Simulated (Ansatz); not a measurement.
# One shape, several levels: SiH2F− (SMILES F[SiH2-])

Aim: a comparison of 5 runs (HF/STO-3G, B2PLYP/STO-3G, SVWN5/STO-3G, wB97X/STO-3G, UCCSD(T)/STO-3G) of SiH2F−. 

The results are computed with Ansatz 0.2.0.

3 further runs of the same task are left out: 2 that didn't finish, 1 set aside as unsound or not needed.

## 1. The structure to begin with

SiH2F− has 4 atoms, charge -1, and is taken as a singlet. SMILES: `F[SiH2-]`. The Si2–F1 distance was set to 3.444 Å, away from the relaxed value. At this shape a bond of the SMILES string is far longer than usual.

Bond lengths: Si2–H3 1.529 Å, Si2–H4 1.529 Å. Angles: H3–Si2–H4 99.3°.

## 2. A single-point energy at HF/STO-3G (run 1)

Input file job.yaml:

```yaml
basis:
  gaussian:
    orbitals: STO-3G
crystal:
  periodic: [false, false, false]
  atoms:
    - symbol: F
      position_ang: [2.562506, 1.773319, -0.327668]
    - symbol: Si
      position_ang: [-0.114010, -0.391590, -0.440070]
    - symbol: H
      position_ang: [-1.185360, 0.658330, -0.143280]
    - symbol: H
      position_ang: [0.075140, -0.957590, 0.967210]
total_charge: -1
hamiltonian:
  xc: hf
accuracy: high
```

Run with:

```sh
$ ansatz run job.yaml --threads 1 --pin off --max-ram 2610MiB --events-out events.jsonl --progress --plain --runs-dir runs
```

The program printed:

```text
Warning: RAYON_NUM_THREADS=1 ignored (pool sized by the plan → 1); use --threads N
Functional definition: HF
  name "HF"
  exchange = exact_x
  correlation = 0
247 factors; integrals over basis functions are off by at most 2.8e-8 eV
mean field evaluation 1: about -10456.7489 eV, gradient 7.9e0 eV
mean field evaluation 2: about -10456.7570 eV, gradient 7.8e0 eV
mean field evaluation 4: about -10457.9101 eV, gradient 2.0e0 eV
mean field evaluation 8: about -10457.9656 eV, gradient 5.2e-2 eV
mean field -10457.96562320 eV, -384.3231479890 hartree, gradient 2.7e-8 eV, S^2 0.000000; 0 other end points of the search recorded, 0 dependent functions left out
reference -10457.96562320 eV, -384.3231479890 hartree; 13, 13 occupied and 3, 3 virtual orbitals, 247 factors
Total energy: -10457.96562320 eV, -384.3231479890 hartree
```

Run time: 0.06 s. Hardware: 1 thread of Arm Neoverse V2, shared host.

## 3. The energy at B2PLYP/STO-3G (run 2)

Input file molecule.yaml:

```yaml
crystal:
  periodic: [false, false, false]
  atoms:
    - {symbol: F, position_ang: [2.562506, 1.773319, -0.327668]}
    - {symbol: Si, position_ang: [-0.114010, -0.391590, -0.440070]}
    - {symbol: H, position_ang: [-1.185360, 0.658330, -0.143280]}
    - {symbol: H, position_ang: [0.075140, -0.957590, 0.967210]}
basis:
  gaussian:
    orbitals: STO-3G
total_charge: -1
hamiltonian:
  xc: {name: B2PLYP}
correlation:
  frozen_orbitals: {F: 1, H: 0, Si: 5}
accuracy: high
```

Run with:

```sh
$ ansatz run molecule.yaml --threads 1 --pin off --max-ram 2610MiB --events-out events.jsonl --progress --plain --runs-dir runs
```

The program printed (excerpt; [...] marks lines left out):

```text
Warning: RAYON_NUM_THREADS=1 ignored (pool sized by the plan → 1); use --threads N
Functional definition: B2PLYP
  name "B2PLYP"
[...]
247 factors; integrals over basis functions are off by at most 2.8e-8 eV
[...]
mean field -10476.74415336 eV, -385.0132462436 hartree, gradient 1.1e-8 eV, S^2 0.000000; 2 other end points of the search recorded, 0 dependent functions left out; unrestricted orbitals would lower it
6 core orbitals not correlated: weight in the atoms' cores, before any rotation towards them, 1.000 or more for the frozen orbitals, at most 0.000 for the correlated occupied ones
reference -10476.74416897 eV, -385.0132468175 hartree; 7, 7 occupied and 3, 3 virtual orbitals, 247 factors
second order -6.47169502 eV of doubles, -0.00000000 eV of singles
Total energy: -10478.49152663 eV, -385.0774610269 hartree
```

Wall time 1 s (1 thread of Arm Neoverse V2, shared host); peak memory 0.091 GiB.

Runs 3 to 4 aren't shown in full; the table further down has their settings and results.

## 4. A single-point energy at UCCSD(T)/STO-3G (run 5)

Input file molecule.yaml:

```yaml
basis:
  gaussian: {orbitals: STO-3G}
crystal:
  periodic: [false, false, false]
  atoms:
    - {symbol: F, position_ang: [2.562506, 1.773319, -0.327668]}
    - {symbol: Si, position_ang: [-0.114010, -0.391590, -0.440070]}
    - {symbol: H, position_ang: [-1.185360, 0.658330, -0.143280]}
    - {symbol: H, position_ang: [0.075140, -0.957590, 0.967210]}
total_charge: -1
magnetization: {spin_polarized: true}
correlation: {method: ccsd_t, frozen_orbitals: {F: 1, H: 0, Si: 5}}
accuracy: high
scf: {omitted_lower_state_checks: [cluster_reference, increment]}
```

Run with:

```sh
$ ansatz run molecule.yaml --threads 1 --pin off --max-ram 2610MiB --events-out events.jsonl --progress --plain --runs-dir runs
```

The program printed:

```text
Warning: RAYON_NUM_THREADS=1 ignored (pool sized by the plan → 1); use --threads N
[... 15 lines left out ...]
6 core orbitals not correlated: weight in the atoms' cores, before any rotation towards them, 1.000 or more for the frozen orbitals, at most 0.000 for the correlated occupied ones
[... 292 lines left out ...]
Total energy: -10462.34518570 eV, -384.4840939423 hartree
Checks for a lower state left out: cluster_reference, increment
```

Run time: 0.62 s. Hardware: 1 thread of Arm Neoverse V2, shared host.

## 5. Overview of the runs

```
run            level  frozen core orbitals  energy (Eh)  wall time
  1        HF/STO-3G                     –  -384.323148     0.06 s
  2    B2PLYP/STO-3G                     6  -385.077461        1 s
  3     SVWN5/STO-3G                     –  -383.457047     0.48 s
  4     wB97X/STO-3G                     –  -385.279171      3.3 s
  5  UCCSD(T)/STO-3G                     6  -384.484094     0.62 s
```

## 6. Outcome

| quantity | value |
| --- | --- |
| run 5: total energy | -384.48409 Eh |
| run 5: correlation energy (6 core orbitals frozen) | -38.2 mEh |
| run 5: (T) correction | -0.11 mEh |
| run 5: ⟨S²⟩ of the reference determinant | 0.999 |
| run 5: T1 diagnostic | 0.008 |

**Reading.** Totals of different functionals can't be ranked against each other. In run 2 the log says that unrestricted orbitals would lower the reference, so the values rest on an unstable closed-shell determinant (other closed-shell runs at this shape may share the fault). In runs 1, 2, 3, 4, 5 the basis is minimal, so the values are rough. Spin contamination of the reference: run 5 ⟨S²⟩ = 1.00. Where it is this large, the reference is a mixture of spin states, and values that rest on it are in doubt. All runs together took 5.5 s, the longest 3.3 s.
